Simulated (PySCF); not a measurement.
Numbering as in the mapped SMILES `[CH2:1]=[C:2]([F:3])[O:4][CH2:5][F:6]` (H(Xn): hydrogen on atom n). Ha(C1) is cis to F3; Hb(C1) is trans to F3.

Relativity neglected, a single conformation, rapidly exchanging positions averaged, gas phase. Shieldings: GIAO PBE0/pcSseg-1; geometry from GFN2-xTB; PySCF.

Referencing at the same level of theory: TMS for $^{13}$C (σ = 186.93 ppm) and $^{1}$H (σ = 31.72 ppm); CFCl3 for $^{19}$F (σ = 170.95 ppm); $^{17}$O (σ = 336.08 ppm) vs H2O.

```tsv
atoms	nucleus	count	Hirshfeld charge	δ (ppm)
F6	$^{19}$F	1	-0.11	?
H(C5)	$^{1}$H	2	0.06	?
Hb(C1)	$^{1}$H	1	0.05	3.84
O4	$^{17}$O	1	-0.11	173.5
Ha(C1)	$^{1}$H	1	0.05	4.08
C2	$^{13}$C	1	0.16	?
C1	$^{13}$C	1	-0.17	67.8
C5	$^{13}$C	1	0.10	102.6
F3	$^{19}$F	1	-0.08	-80.8
```

Estimate the values marked ?.

Results:


- C2: 175.2 ppm, alkene carbon bearing oxygen; an sp2 carbon further deshielded by the attached heteroatom
- H(C5): 5.84 ppm, hydrogen on an sp3 CH2 bonded to F and O; its carbon carries F and O, hence the downfield position
- F6: -177.2 ppm, fluorine on an sp3 carbon

Shifts are as computed. Against solution values, carbons near 30 ppm lie about +3 ppm off and those near 130 ppm about +5 ppm. Of 1211 compounds with measured shifts, 218 miss one by over three times the rms of a fit or turn the order of signals round; such compounds aren't used in these exercises. Unscaled 19F shifts against computed CFCl3 carry errors that often reach 10 to 50 ppm. Experimental scales use liquid or dissolved standards, which lie at an offset from isolated H2O (liquid H2O: subtract about 36 ppm).
